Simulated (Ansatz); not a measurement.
**BH₄ (doublet): wave-function methods side by side at distance B1–H4 along a hydrogen transfer = 1.558 Å, cc-pVDZ**

Aim: climb from Hartree-Fock through coupled cluster and multireference methods for BH₄ (doublet) at one geometry and basis, and see what each rung misses.

Program: Ansatz 0.2.0, Gaussian basis. Level of theory: cc-pVDZ, core rule «outside noble gas», up to 1 orbitals frozen. These are calculated values, not measurements.

To be run: UHF; CCSD(T) on ROHF; CCSD(T) on UHF; BCCD(T) on ROHF; CISD; CCSDT(Q) on ROHF; CCSDT(Q) on UHF; CCSDTQ on ROHF; CCSDTQ on UHF; CASSCF and MRCISD+Q, 3 electrons in 3 orbitals; CASSCF and NEVPT2, 3 electrons in 3 orbitals; CASSCF and MRCISD+Q, 7 electrons in 8 orbitals; CASSCF and NEVPT2, 7 electrons in 8 orbitals; Full CI.

4 further runs of the same task are left out: 4 for a known fault of the program.

### 1 The geometry

The geometry derives from fragments relaxed apart (PBE0/def2-TZVP) and kept rigid, so it is no stationary point. A hydrogen atom is moved between rigid fragments.

5 atoms, charge 0, spin multiplicity 2.

Atoms are counted from 1 here; the program's logs count them from 0.

Bond lengths: B1–H2 1.193 Å, B1–H3 1.193 Å. Angles: H2–B1–H3 120.0°.

### 2 UHF

Contents of in.yaml:

```yaml
crystal:
  periodic: [false, false, false]
  atoms:
    - {symbol: B, position_ang: [-0.191061, 0.000000, 0.000000]}
    - {symbol: H, position_ang: [-0.787794, 1.033571, 0.000000]}
    - {symbol: H, position_ang: [-0.787794, -1.033571, 0.000000]}
    - {symbol: H, position_ang: [1.366939, 0.000000, 0.000000]}
    - {symbol: H, position_ang: [2.257939, 0.000000, 0.000000]}
basis:
  gaussian: {orbitals: cc-pVDZ}
magnetization: {spin_polarized: true, initial_magnetization: 1}
hamiltonian: {xc: hf}
output: {orbitals: {seedname: orbitals}}
```

Started as:

```console
$ ansatz run in.yaml --threads 1 --pin off --events-out ev --progress --plain --max-ram 2816MiB --backend cpu
```

The runs that follow: CCSD(T) on ROHF; CCSD(T) on UHF; BCCD(T) on ROHF; CISD; CCSDT(Q) on ROHF; CCSDT(Q) on UHF; CCSDTQ on ROHF; CCSDTQ on UHF; CASSCF and MRCISD+Q, 3 electrons in 3 orbitals; CASSCF and NEVPT2, 3 electrons in 3 orbitals; CASSCF and MRCISD+Q, 7 electrons in 8 orbitals; CASSCF and NEVPT2, 7 electrons in 8 orbitals; Full CI.

**Question.** What will the summary of the whole plan be? Wanted: FCI below the RHF energy; RMP2 from FCI; UMP2 from FCI; RCCSD from FCI; RCCSD(T) from FCI; UCCSD(T) from FCI; RCCSDT(Q) from FCI; UCCSDT(Q) from FCI; NEVPT2 pair from FCI.

**Answer**, as computed:

```
                         quantity                                                                                                                 value
         FCI below the RHF energy                                                                                                            -3.8191 eV
                    RMP2 from FCI                                                                                                            +859.8 meV
                    UMP2 from FCI                                                                                                            +873.4 meV
                   RCCSD from FCI                                                                                                             +73.4 meV
                RCCSD(T) from FCI                                                                                                             +16.2 meV
                UCCSD(T) from FCI                                                                                                             +16.8 meV
               RCCSDT(Q) from FCI                                                                                                              +0.4 meV
               UCCSDT(Q) from FCI                                                                                                              +0.3 meV
             NEVPT2 pair from FCI                                                                                                            +779.7 meV
           MRCISD+Q pair from FCI                                                                                                              -6.7 meV
          NEVPT2 valence from FCI                                                                                                            +616.7 meV
levels within 1 kcal/mol (43 meV)  RCCSD(T), UCCSD(T), BCCD(T), RCCSDT, UCCSDT, RCCSDT(Q), UCCSDT(Q), RCCSDTQ, UCCSDTQ, MRCISD+Q pair, MRCISD+Q valence
                    T1 diagnostic                                                                                                                 0.023
   effectively unpaired electrons                                                                                                                  1.03
```

**Reading.** RCCSD(T) lands +16.2 meV from the yardstick (0.4 % of the correlation energy). MRCISD+Q pair falls below full CI: the +Q correction isn't variational, and the cores differ from full CI's. One determinant dominates. Of the multireference levels listed MRCISD+Q pair comes nearest in total energy (-6.7 meV), which doesn't show that its space is the better one. These misses are within one basis, not against nature; the frozen cores of restricted and unrestricted runs differ, which can shift their rows.
